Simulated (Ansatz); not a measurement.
A made-up structure of AlSiNH3 (charge -1), closed shell:

```tsv
atom	x (Å)	y (Å)	z (Å)
N1	-0.0261	0.0436	0.0795
Al2	0.4003	1.4506	-1.1723
Si3	-0.5339	0.2834	1.6741
H4	0.0667	-0.9074	-0.2571
H5	-0.6528	1.2651	2.6932
H6	-0.6926	-1.2188	2.0941
```

It is relaxed with PBE-D4/def2-SVPD and then PBE0-D4/def2-TZVPD (Ansatz 0.2.0). Atoms count as bonded within 1.22 times the sum of their covalent radii (H–H: 0.88 Å). The end point is not checked to be a true minimum.

Does its bonding change? (Judge from chemistry; the calculation decides.)

Computed: Yes. Formed: Al2–Si3; broken: none.

Where it ends: The first stage lowers the energy by 2.68 eV in 17 steps. It ends as AlSiNH₃ ([NH]1[Al][SiH2]1), total charge -1:
```xyz
6
angstrom
N 0.3492 0.0347 0.1098
Al -0.5085 1.1968 -1.0002
Si -0.8375 0.3804 1.3670
H 1.1419 -0.5883 0.1373
H -0.1219 0.8161 2.6418
H -1.4616 -0.9230 1.8557
```

Labels in which every atom is bracketed show which atoms are joined, not bond orders.

For scale, one of the runs: PBE0-D4/def2-TZVPD relaxation, 150 basis functions, launched by `ansatz run in.yaml --threads 2 --pin off --events-out ev --progress --plain --max-ram 4352MiB`. Hardware: 2 CPU threads of an AMD EPYC 9R45, shared host. Wall time about 7.5 s.
